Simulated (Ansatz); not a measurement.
Seven cases of bond dissociation energy of first-row species (electronic energies, kcal/mol); geometries: B3LYP-D3(BJ)/def2-TZVP. The cases were drawn at random from those of this class that have a high level and all functionals, leaving out states under which another spin lies or may lie. Left out are anions, K, Ca, elements past Kr, ionisation of Li, Na and Mg, pi-pi* triplets of linear molecules and other triplets made from a closed-shell parent. Runs that doubt their state, and full CI more than 15 mEh from coupled cluster, are set aside; a case stays where another high level and all functionals remain. AFQMC serves as high level only in triple zeta or larger, with a steady walk, a bar under 0.8 kcal/mol and agreement with other high levels or trials where they ran; where none ran, an unstable determinant or (outside 3d species) a high T1 diagnostic also bars it, so strongly correlated cases are thinned. No case was kept or dropped by the size of a functional's miss. High levels with a bar over 0.5 kcal/mol are left out too, and the seventh case lies inside the range of the six. Affinities count positive where energy is released, gaps as the second state minus the first. r2SCAN is by Ansatz (a program for electronic structure) in def2-TZVPD. High levels (Ansatz): P = CCSD(T)/CBS(cc-pVQZ,cc-pV5Z) + [CCSDT(Q) - CCSD(T)]/cc-pVQZ + [CCSDTQ - CCSDT(Q)]/cc-pVDZ + core + X2C; Q = CCSD(T)/CBS(cc-pVQZ,cc-pV5Z) + [CCSDT(Q) - CCSD(T)]/cc-pVTZ + [CCSDTQ - CCSDT(Q)]/cc-pVDZ + core + X2C; R = CCSD(T)/CBS(cc-pVQZ,cc-pV5Z) + [CCSDT(Q) - CCSD(T)]/cc-pVTZ + core + X2C; S = CCSD(T)/CBS(cc-pVTZ,cc-pVQZ) + [CCSDT(Q) - CCSD(T)]/cc-pVDZ + core + X2C. Radicals and triplets start from unrestricted determinants; spin-orbit coupling is neglected. CBS(X,Y): correlation extrapolated as X^-3, Hartree-Fock from the larger set (Q,5: extrapolated as (X+1)exp(-9√X)). A bracket is a step between two methods taken in the basis named. The functionals are non-relativistic, so their misses hold any scalar relativity. '+ core + X2C': CCSD(T) terms for core correlation (cc-pwCVTZ) and scalar relativity (cc-pVTZ-DK). Where a partner has so few electrons that a lower coupled-cluster level is exact, that level stands in. The restricted determinant of F2O (FOF, singlet) is unstable towards broken spin symmetry in at least one set run. The UHF reference of CH2N (C=[N], doublet) is spin-contaminated (<S^2> up to 0.18 over the pure value in the sets run). The UHF reference of CN ([C]#N, doublet) is spin-contaminated (<S^2> up to 0.37 over the pure value in the sets run).

```
case                                                                                            r2SCAN  level  high level
----------------------------------------------------------------------------------------------  ------  -----  ----------
CH3N (SMILES N=C) → CH2N (SMILES [N]=C, doublet) + H (doublet)                                    90.1      Q        95.7
H3BO3 (boric acid, SMILES OB(O)O) → HO (SMILES [OH], doublet) + H2BO2 (SMILES O[B]O, doublet)    145.6      S       154.3
OF2 (SMILES FOF) → F (doublet) + OF (SMILES [O]F, doublet)                                        41.3      R        41.0
CH4 (methane, SMILES C) → CH3 (SMILES [CH3], doublet) + H (doublet)                              107.6      P       112.5
C2H8N2 (SMILES C(N)CN) → 2 CH4N (SMILES [CH2]N, doublet)                                          69.9      S        80.7
C2H6O (methoxymethane, SMILES COC) → CH3 (SMILES [CH3], doublet) + CH3O (SMILES C[O], doublet)    80.8      S        90.8
CHN (formonitrile, SMILES C#N) → CN (SMILES [C]#N, doublet) + H (doublet)                        129.7      P    withheld
```

Task: Fit a straight line from r2SCAN to the high level over the first six rows by least squares, predict the seventh, and compare with the calculation.

Result: Means: r2SCAN 89.22, high level 95.83. Sxx = 6257.79, Sxy = 6564.94, slope 1.0491, intercept +2.24 kcal/mol; residual standard deviation 4.2 kcal/mol. Seventh row: 1.0491·(129.7) +2.24 = 138.3 kcal/mol. The calculation gave 132.0 kcal/mol: the line differs from it by +6.3, r2SCAN itself by -2.3.
